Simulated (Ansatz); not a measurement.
# Property card for Zr$_{2}$Ga

These are results of Ansatz, DFT r2SCAN, scalar-relativistic, plane waves, PAW, not measurements.

Cutoff 500 eV; k points 8×8×8 on the computed 6-atom cell (Γ-centred); Gaussian smearing, width 0.10 eV; no spin polarisation.

The structure is relaxed at this level of theory with its symmetry kept. Whether it is the stable form of this composition wasn't checked.

```cif
data_structure
_symmetry_space_group_name_H-M 'P 1'
_symmetry_Int_Tables_number 1
_cell_length_a 5.4636
_cell_length_b 5.4636
_cell_length_c 5.4636
_cell_angle_alpha 104.309
_cell_angle_beta 104.309
_cell_angle_gamma 120.377
_cell_volume 122.09
loop_
_atom_site_label
_atom_site_type_symbol
_atom_site_fract_x
_atom_site_fract_y
_atom_site_fract_z
_atom_site_occupancy
Zr1 Zr 0.15377 0.65377 0.80754 1
Zr2 Zr 0.65377 0.84623 0.50000 1
Zr3 Zr 0.84623 0.34623 0.19246 1
Zr4 Zr 0.34623 0.15377 0.50000 1
Ga1 Ga 0.75000 0.75000 0.00000 1
Ga2 Ga 0.25000 0.25000 0.00000 1
```

```json
{
  "Space group": "I4/mcm (No. 140)",
  "Volume per atom": "20.35 Å³",
  "Formation energy from the elements' standard states (uncorrected)": "-0.540 eV/atom",
  "Generalised Kohn–Sham band gap": "none (metal)",
  "Density of states at the Fermi level": "5.13 states/eV per cell",
  "Löwdin character within 0.5 eV of the Fermi level": "Zr 4d 77 %, Ga 4p 13 %",
  "Bulk modulus": "112 GPa",
  "Its pressure derivative": "3.8",
  "Bader charges (e)": "Zr (4 in the cell) 0.77, Ga (2 in the cell) -1.54"
}
```

Cost: 9 runs of about 29 core-minutes in all, on Arm Neoverse V1 (shared hosts).